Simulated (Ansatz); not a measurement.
An input for PH3 (phosphine)

The species is PH3 (4 atoms), meant as a singlet with charge 0. As SMILES, `P`. Geometry: relaxed at PBE0-D4/def2-TZVP.

```xyz
4

P     0.3460   -0.3265   -0.3328
H     0.6309   -0.0340    1.0270
H    -1.0055   -0.6630   -0.0572
H     0.0287    1.0235   -0.6369
```

Settings wanted:

- basis set: LANL2DZ
- core potential: LANL2DZ
- integral approximation: automatic
- task: energy
- method: DFT
- functional: B3LYP
- dispersion: none
- reference: RKS
- accuracy: medium

Task: Write the Ansatz 0.2.0 input and the command.

Result: One that was run (others would do as well):

job.yaml:
```yaml
crystal:
  periodic: [false, false, false]
  atoms:
    - {symbol: P, position_ang: [0.346000, -0.326500, -0.332800]}
    - {symbol: H, position_ang: [0.630900, -0.034000, 1.027000]}
    - {symbol: H, position_ang: [-1.005500, -0.663000, -0.057200]}
    - {symbol: H, position_ang: [0.028700, 1.023500, -0.636900]}
basis:
  gaussian: {orbitals: LANL2DZ.json}
hamiltonian: {xc: {name: B3LYP}}
```

```bash
$ ansatz run job.yaml --threads 1 --pin off --max-ram 2610MiB --events-out events.jsonl --progress --plain --runs-dir runs
```

(Basis files named in the input come from the Basis Set Exchange and aren't shown.)

Calculated total energy: -8.26887 Eh.
